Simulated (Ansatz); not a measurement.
## Breaking a bond in CH5N (methylamine)

The species is CH5N (7 atoms), meant as a singlet with charge 0. As SMILES, `CN`. The coordinates come from a PBE0-D4/def2-TZVP relaxation.

```xyz
7

C    -0.4738   -0.1384   -0.2815
N     0.8016    0.3909    0.1705
H    -0.9844   -0.8064    0.4275
H    -0.3272   -0.6907   -1.2125
H    -1.1505    0.6893   -0.5055
H     1.4480   -0.3606    0.3735
H     0.6863    0.9158    1.0279
```

The C1–H3 distance is scanned; the parts on either side stay rigid. Basis STO-3G, 2 core orbitals frozen in the correlated methods; program Ansatz 0.2.0. FCI is exact within this basis and core. Energies in eV from each method's value at 1.100 Å; methods without a U are spin-restricted. The shape above is that at 1.100 Å.

| distance (Å) | BLYP | revPBE | B2PLYP | MP2 | CCSD(T) | BCCD(T) | FCI |
| --- | --- | --- | --- | --- | --- | --- | --- |
| 1.100 | 0.00 | 0.00 | 0.00 | 0.00 | 0.00 | 0.00 | 0.00 |
| 1.375 | 0.67 | 0.69 | 0.87 | 0.90 | 0.76 | 0.76 | 0.76 |
| 1.650 | 2.01 | 2.06 | 2.49 | 2.59 | 2.23 | 2.23 | 2.22 |
| 2.200 | 4.37 | 4.47 | 5.25 | 5.39 | 4.31 | 4.32 | 4.30 |
| 2.750 | 5.81 | 5.90 | 6.57 | 6.41 | 4.86 | 4.89 | 4.93 |

Departure from the FCI curve at its largest: BLYP +0.88 eV at 2.75 Å; revPBE +0.97 eV at 2.75 Å; B2PLYP +1.64 eV at 2.75 Å; MP2 +1.48 eV at 2.75 Å; CCSD(T) -0.07 eV at 2.75 Å; BCCD(T) -0.04 eV at 2.75 Å. Restricted functionals keep the electrons paired too, and rise too high.
